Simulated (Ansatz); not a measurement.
The input, for Ansatz 0.2.0:

```yaml
crystal:
  periodic: [false, false, false]
  atoms:
    - {symbol: Al, position_ang: [0.000000, 0.000000, 0.000000]}
    - {symbol: Al, position_ang: [0.000000, 0.000000, 2.508600]}
basis:
  gaussian: {orbitals: cc-pVTZ}
total_charge: 1
magnetization: {spin_polarized: false, initial_magnetization: 3}
correlation: {method: fic_mrcisd_q, electrons: outside_noble_gas, active_space: {window: {electrons: 5, orbitals: 8}, shells: [{species: Al, l: s, shell: 3}, {species: Al, l: p, shell: 3}]}}
```

```sh
$ ansatz run in.yaml --threads 1 --pin off --events-out ev --progress --plain --max-ram 2393MiB
```

(1) Roughly how long does this take on 1 thread of Arm Neoverse V1, shared host, and how much host memory?

```
774 factors; integrals over basis functions are off by at most 2.1e-7 eV
mean field evaluation 1: about -13155.9070 eV, gradient 5.5e0 eV
mean field evaluation 2: about -13156.0773 eV, gradient 5.3e0 eV
mean field evaluation 4: about -13156.2550 eV, gradient 5.5e-1 eV
mean field evaluation 8: about -13156.2599 eV, gradient 1.5e-4 eV
mean field evaluation 16: about -13156.3429 eV, gradient 6.5e-1 eV
mean field evaluation 32: about -13157.2275 eV, gradient 1.2e-4 eV
mean field evaluation 64: about -13157.2275 eV, gradient 9.9e-7 eV
mean field evaluation 96: about -13157.2254 eV, gradient 2.3e-1 eV
mean field -13157.22748137 eV, -483.5191916511 hartree, gradient 9.2e-7 eV, S^2 3.750000; 11 other end points of the search recorded, 0 dependent functions left out
reference -13157.22748137 eV, -483.5191916511 hartree; 14, 11 occupied and 54, 57 virtual orbitals, 774 factors
state -13158.30127749 eV, -483.5586529310 hartree
contracted CI cycle   1: correlation 0.00000000 eV, 0.0000000000 hartree, residual 6.05e0 eV
contracted CI cycle   2: correlation -1.02638692 eV, -0.0377190235 hartree, residual 1.60e0 eV
contracted CI cycle   3: correlation -1.09069034 eV, -0.0400821306 hartree, residual 4.18e-1 eV
contracted CI cycle   4: correlation -1.09493747 eV, -0.0402382098 hartree, residual 1.12e-1 eV
contracted CI cycle   5: correlation -1.09524944 eV, -0.0402496744 hartree, residual 3.38e-2 eV
contracted CI cycle   6: correlation -1.09527801 eV, -0.0402507245 hartree, residual 1.06e-2 eV
contracted CI cycle   7: correlation -1.09528084 eV, -0.0402508284 hartree, residual 3.52e-3 eV
contracted CI cycle   8: correlation -1.09528117 eV, -0.0402508406 hartree, residual 1.23e-3 eV
contracted CI cycle   9: correlation -1.09528121 eV, -0.0402508420 hartree, residual 3.97e-4 eV
state -13158.30127749 eV, -483.5586529310 hartree; corrected -13159.44281675 eV, -483.6006037250 hartree
Total energy: -13159.44281675 eV, -483.6006037250 hartree
Checks for a lower state left out: starts, orbital_swaps
```

Natural occupations: 1.9169 1.0159 0.9870 0.9747 0.0428 0.0336 0.0216 0.0075.

For the same geometry and basis full CI lies 6.9 meV lower.

Answers

(1) 4.3 s wall and 0.25 GiB.
